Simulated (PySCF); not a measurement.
Atoms are numbered as in `[CH3:1][C@@H:2]([Cl:3])[C:4]#[N:5]`. Each H is labelled by its parent atom.

GIAO PBE0/pcSseg-1 shifts (PySCF 2.14.0 with density-fitted response routines, gas phase, non-relativistic, equivalent atoms averaged), each against references optimised in the same way as the molecule (TMS, HCl, NH3).

On the GFN2-xTB geometry: C4 122.8, C2 44.9, C1 26.4, Cl3 238, N5 309.9, H(C2) 4.34, H(C1) 1.78 ppm.

**Question.** What changes on the PBE0-D3(BJ)/def2-SVP geometry?

**Answer.** 
```
atoms  δ (ppm)  change
   C4    122.9    +0.1
   C2     43.4    -1.5
   C1     25.6    -0.8
  Cl3      212     -26
   N5    313.1    +3.2
H(C2)     4.10   -0.24
H(C1)     1.66   -0.12
```

Bonds between heavy atoms that differ most (equivalent bonds averaged): C2–C4 1.442 → 1.461 Å, C4–N5 1.142 → 1.157 Å, C2–Cl3 1.811 → 1.798 Å, C1–C2 1.521 → 1.518 Å. Mean change of bonds to hydrogen: C–H +0.010 Å.
